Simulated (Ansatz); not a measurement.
## What each rung costs, and what it gives

Saddle point of SiNH8F, singlet (SiH₄ + NH₃ + HF → SiNH₅ ([NH2][SiH3]) + HF + H₂; bonds formed: Si1–N7, H2–H8, H6–F9; bonds broken: Si1–H2, H6–N7, H8–F9), PBE0-D4/def2-TZVP structure:

```json
{"atom": "Si1", "x (Å)": "-0.4497", "y (Å)": "0.0379", "z (Å)": "-1.0059"}
{"atom": "H2", "x (Å)": "0.2069", "y (Å)": "-1.4974", "z (Å)": "-0.1640"}
{"atom": "H3", "x (Å)": "0.4380", "y (Å)": "-0.4700", "z (Å)": "-2.0791"}
{"atom": "H4", "x (Å)": "-0.8421", "y (Å)": "1.3909", "z (Å)": "-1.5661"}
{"atom": "H5", "x (Å)": "-1.7668", "y (Å)": "-0.5838", "z (Å)": "-0.7494"}
{"atom": "H6", "x (Å)": "0.3239", "y (Å)": "0.1407", "z (Å)": "1.3160"}
{"atom": "N7", "x (Å)": "0.3727", "y (Å)": "0.8411", "z (Å)": "0.4892"}
{"atom": "H8", "x (Å)": "0.1993", "y (Å)": "-1.4652", "z (Å)": "0.8040"}
{"atom": "F9", "x (Å)": "0.2274", "y (Å)": "-1.1457", "z (Å)": "1.9556"}
{"atom": "H10", "x (Å)": "-0.0643", "y (Å)": "1.7322", "z (Å)": "0.7044"}
{"atom": "H11", "x (Å)": "1.3547", "y (Å)": "1.0194", "z (Å)": "0.2951"}
```

Barriers are electronic and count from the start structure reached by relaxing down the imaginary mode.

Program: Ansatz 0.2.0. Basis: as named in each row. Cores are frozen in the correlated methods. B3LYP uses VWN-RPA correlation. Extrapolation: Hartree–Fock as exp(−7.88 √X), correlation as X^−2.97.

Times are rough, for one single point on 4 threads of a shared host (Arm Neoverse V2).

The estimate by CCSD(T) at an estimated basis limit (MP2 extrapolated from triple and quadruple zeta, plus CCSD(T) − MP2 in triple zeta) is 1.635 eV.

```json
{"method": "HF", "basis": "STO-3G", "time (s)": "under 1", "barrier (eV)": "3.398", "method less estimate": "1.763"}
{"method": "PBE-D4", "basis": "STO-3G", "time (s)": "under 1", "barrier (eV)": "0.661", "method less estimate": "-0.973"}
{"method": "SPW92", "basis": "def2-SVP", "time (s)": "under 1", "barrier (eV)": "0.771", "method less estimate": "-0.864"}
{"method": "B3LYP-D4", "basis": "6-31G", "time (s)": "under 1", "barrier (eV)": "1.505", "method less estimate": "-0.130"}
{"method": "PBE-D4", "basis": "def2-SVP", "time (s)": "under 1", "barrier (eV)": "1.183", "method less estimate": "-0.451"}
{"method": "PBE0-D4", "basis": "def2-SVP", "time (s)": "under 1", "barrier (eV)": "1.410", "method less estimate": "-0.224"}
{"method": "SPW92", "basis": "def2-TZVPP", "time (s)": "under 1", "barrier (eV)": "0.829", "method less estimate": "-0.805"}
{"method": "PBE-D4", "basis": "def2-TZVPP", "time (s)": "1", "barrier (eV)": "1.228", "method less estimate": "-0.406"}
{"method": "BLYP-D4", "basis": "def2-TZVPP", "time (s)": "1", "barrier (eV)": "1.384", "method less estimate": "-0.250"}
{"method": "B3LYP-D4", "basis": "def2-TZVPP", "time (s)": "1", "barrier (eV)": "1.519", "method less estimate": "-0.115"}
{"method": "BHLYP-D4", "basis": "def2-TZVPP", "time (s)": "1", "barrier (eV)": "1.728", "method less estimate": "0.094"}
{"method": "PBE0-D4", "basis": "def2-TZVPP", "time (s)": "1", "barrier (eV)": "1.411", "method less estimate": "-0.224"}
{"method": "CCSD(T)", "basis": "def2-SVP", "time (s)": "1", "barrier (eV)": "1.876", "method less estimate": "0.241"}
{"method": "CAM-B3LYP-D4", "basis": "def2-TZVPP", "time (s)": "1", "barrier (eV)": "1.550", "method less estimate": "-0.085"}
{"method": "wB97M-V", "basis": "def2-SVP", "time (s)": "2", "barrier (eV)": "1.536", "method less estimate": "-0.098"}
{"method": "r2SCAN-D4", "basis": "def2-TZVPP", "time (s)": "2", "barrier (eV)": "1.336", "method less estimate": "-0.299"}
{"method": "r2SCAN0-D4", "basis": "def2-TZVPP", "time (s)": "2", "barrier (eV)": "1.477", "method less estimate": "-0.157"}
{"method": "B2PLYP", "basis": "def2-TZVPP", "time (s)": "2", "barrier (eV)": "1.627", "method less estimate": "-0.007"}
{"method": "PBE-QIDH", "basis": "def2-TZVPP", "time (s)": "2", "barrier (eV)": "1.560", "method less estimate": "-0.074"}
{"method": "RPA on PBE", "basis": "def2-TZVPP", "time (s)": "3", "barrier (eV)": "1.689", "method less estimate": "0.054"}
{"method": "wB97X-V", "basis": "def2-TZVPP", "time (s)": "4", "barrier (eV)": "1.587", "method less estimate": "-0.048"}
{"method": "B97M-V", "basis": "def2-TZVPP", "time (s)": "4", "barrier (eV)": "1.469", "method less estimate": "-0.165"}
{"method": "wB97M-V", "basis": "def2-TZVPP", "time (s)": "4", "barrier (eV)": "1.569", "method less estimate": "-0.066"}
{"method": "MP2", "basis": "def2-QZVPP", "time (s)": "10", "barrier (eV)": "1.580", "method less estimate": "-0.054"}
{"method": "CCSD(T)", "basis": "def2-TZVPP", "time (s)": "40", "barrier (eV)": "1.682", "method less estimate": "0.047"}
```

All methods are single points on the PBE0-D4 structures.

The T1 diagnostic stays at or below 0.012.

Labels in which every atom is bracketed show which atoms are joined, not bond orders.
